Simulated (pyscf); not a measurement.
HO–GaH₂ + H₂O → H₂O + HO–GaH₂ (four-centre exchange; singlet surface; Ga–O, H–O broken, H–O, Ga–O formed). Single points on ωB97X-D3(BJ)/def2-SVP structures (PySCF, gas phase). Correlated levels are frozen-core, on RHF or UHF. ΔMP2 is the change of the MP2 total energy from the triple- to the quadruple-zeta basis. Energies in kJ/mol from the separated reactants.

```
level                             barrier  reaction energy
--------------------------------  -------  ---------------
ωB97X-D3(BJ)/def2-TZVP              -42.7              0.0
PBE/def2-TZVP                       -46.7              0.0
B3LYP-D3(BJ)/def2-TZVP                  …              0.0
PBE0-D3(BJ)/def2-TZVP               -47.6              0.0
M06-2X/def2-TZVP                    -53.2              0.0
CCSD/def2-TZVPP                     -30.5              0.0
CCSD(T)/def2-TZVPP + ΔMP2(QZVPP)        …              0.0
```

Some entries are withheld; supply them.


- B3LYP-D3(BJ)/def2-TZVP, barrier: -38.4
- CCSD(T)/def2-TZVPP + ΔMP2(QZVPP), barrier: -33.9

On the reactant side the descent ends in an adduct with a Ga–O contact, 70.3 kJ/mol under the separated species and 27.6 kJ/mol under the saddle at ωB97X-D3(BJ)/def2-TZVP. On the product side the descent ends in an adduct with a Ga–O contact, 70.3 kJ/mol under the separated species and 27.6 kJ/mol under the saddle at ωB97X-D3(BJ)/def2-TZVP. At ωB97X-D3(BJ)/def2-TZVP, PBE, B3LYP-D3(BJ), PBE0-D3(BJ), M06-2X, CCSD, CCSD(T) the saddle lies under the separated reactants, which points to a path from their complex (located at ωB97X-D3(BJ) alone). At ωB97X-D3(BJ)/def2-TZVP, PBE, B3LYP-D3(BJ), PBE0-D3(BJ), M06-2X, CCSD, CCSD(T) the saddle lies under the separated products, which points to a path from their complex (located at ωB97X-D3(BJ) alone). What is counted as formed (Ga–O) is already present as a longer contact in the reactant adduct; forming that adduct is a step of its own. What is counted as broken (Ga–O) persists as a longer contact in the product adduct; parting that adduct is a step of its own. One saddle was located; it need not be the lowest between these sides. The CCSD(T) − MP2 part came from Ansatz, without density fitting, on the same reference. The frozen core leaves the outer d or s,p core shells of the metals and heavy elements correlated in the MP2 and CC values, and def2-TZVPP describes them poorly, which can shift differences by a few kcal/mol. Elements up to Kr have no core potential and no relativistic terms here.
